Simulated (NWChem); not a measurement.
System: butadiene (C4H6); SMILES C=CC=C

```xyz
10

C     -0.1182     1.8485     0.0000
C      0.3978     0.6108     0.0000
C     -0.3978    -0.6108     0.0000
C      0.1182    -1.8485     0.0000
H     -1.1930     2.0170     0.0000
H      0.5131     2.7320     0.0000
H      1.4805     0.4813     0.0000
H     -1.4805    -0.4813     0.0000
H     -0.5131    -2.7320     0.0000
H      1.1930    -2.0170     0.0000
```
Atoms are numbered in this order, from 1.

Computed with NWChem. Pople sets run with spherical d functions. Structure relaxed at the B3LYP/6-31G* (spherical d) level. Total energies compare along this basis series because the functional is fixed.

```json
[
 {"level": "Hartree-Fock/STO-3G", "basis functions": "26", "energy (Ha)": "-153.0174", "highest occupied level (eV)": "-7.14", "orbital gap (eV)": "13.74"},
 {"level": "Hartree-Fock/3-21G", "basis functions": "48", "energy (Ha)": "-154.0576", "highest occupied level (eV)": "-8.71", "orbital gap (eV)": "12.10"},
 {"level": "Hartree-Fock/6-31G*", "basis functions": "68", "energy (Ha)": "-154.9176", "highest occupied level (eV)": "-8.62", "orbital gap (eV)": "12.07"},
 {"level": "Hartree-Fock/6-31+G*", "basis functions": "84", "energy (Ha)": "-154.9246", "highest occupied level (eV)": "-8.78", "orbital gap (eV)": "11.02"},
 {"level": "Hartree-Fock/6-311G**", "basis functions": "108", "energy (Ha)": "-154.9587", "highest occupied level (eV)": "-8.75", "orbital gap (eV)": "11.88"},
 {"level": "Hartree-Fock/6-311++G**", "basis functions": "130", "energy (Ha)": "-154.9610", "highest occupied level (eV)": "-8.81", "orbital gap (eV)": "9.97"}
]
```
